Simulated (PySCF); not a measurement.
**P: ionisation energy**

P [Ne] 3s2 3p3 (4S) → P⁺ [Ne] 3s2 3p2 (3P), as a difference of total energies. Computed with PySCF 2.14 in aug-cc-pwCVTZ (8s7p5d3f, 75 functions), with no relativity, point nucleus. Correlated levels: valence: [Ne] frozen. The calculations carry no spin-orbit coupling.

```csv
method,ionisation energy (eV)
UHF,9.909
MP2 (valence),10.497
SCS-MP2 (valence),10.317
CCSD (valence),10.429
CCSD(T) (valence),10.476
```

Problem. How much does correlation contribute at CCSD(T) (valence)?

Solution. 10.476 − (9.909) = 0.567 eV, measured against UHF.

Errors of the correlated levels include the incompleteness of this basis and the frozen core.

For comparison: 10.526 eV (measured; NIST levels, between the centres of gravity of the two terms).
